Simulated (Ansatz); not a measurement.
Working through a rigid scan of one bond length of BH₄N, SMILES BN

With the Python package of Ansatz (0.2.0).

Run as a notebook:

**Cell 1**
```python
import ansatz
from ase import Atoms
import numpy as np
```

**Cell 2**
```python
BASIS = "def2-SVP"
FUNCTIONAL = "cam_b3lyp"
```

**Cell 3**
```python
atoms = Atoms(["B", "N", "H", "H", "H", "H"], positions=[
    (-0.1545, -0.7069, -0.0646),
    (-0.132, 0.8533, -0.0856),
    (0.6583, -1.2974, 0.3478),
    (-1.083, -1.1967, -0.5124),
    (0.7347, 1.1086, -0.6339),
    (0.0186, 1.1751, 0.9026),
])
bh4n = ansatz.Crystal.molecule_from_ase(atoms)
```

**Cell 4**
```python
symbols = [site.symbol for site in bh4n.cartesian_sites]
start = np.array([site.position_ang for site in bh4n.cartesian_sites])
axis = (start[0] - start[1]) / np.linalg.norm(start[0] - start[1])
moving = [0, 2, 3]
lengths, energies = [1.33, 1.44, 1.56, 1.72, 1.95, 2.34, 2.81, 3.43], []
for length in lengths:
    xyz = start.copy()
    xyz[moving] += (length - np.linalg.norm(start[0] - start[1])) * axis
    point = ansatz.Crystal.molecule()
    for symbol, place in zip(symbols, xyz):
        point = point.atom(symbol, place.tolist())
    calc = point.calculation()
    calc = calc.basis(gaussian=BASIS).functional(FUNCTIONAL)
    calc = calc.spin("collinear")
    r = calc.run().report
    energies.append(r["free_energy_ev"])
    print(f"r = {length:6.3f} A  E = {energies[-1]:.5f} eV  <S^2> = {abs(r['mean_field']['state']['spin_squared']):.3f}")
```
Output:
```text
r =  1.330 A  E = -2227.17364 eV  <S^2> = 0.000
r =  1.440 A  E = -2227.58079 eV  <S^2> = 0.000
r =  1.560 A  E = -2227.50360 eV  <S^2> = 0.000
r =  1.720 A  E = -2226.97541 eV  <S^2> = 0.000
r =  1.950 A  E = -2225.91510 eV  <S^2> = 0.000
r =  2.340 A  E = -2224.14982 eV  <S^2> = 0.000
r =  2.810 A  E = -2222.93096 eV  <S^2> = 0.664
r =  3.430 A  E = -2222.57746 eV  <S^2> = 0.945
```

**Cell 5**
```python
print("energy above the lowest point (eV):", [round(e - min(energies), 3) for e in energies])
```
Output:
```text
energy above the lowest point (eV): [0.407, 0.0, 0.077, 0.605, 1.666, 3.431, 4.65, 5.003]
```

Reading the output:
- Total energies depend on the basis set; only differences at equal settings carry meaning.
- The rest of the molecule is held rigid at a force-field or estimated start geometry, and the basis set is modest; single-reference methods fail as a bond breaks.
- The expectation value of S² is noticeably off S(S+1) in at least one run, so that state is spin-contaminated.
- The whole script took 12 s on 1 thread of Arm Neoverse V2, on a shared host, peak memory 0.2 GiB.
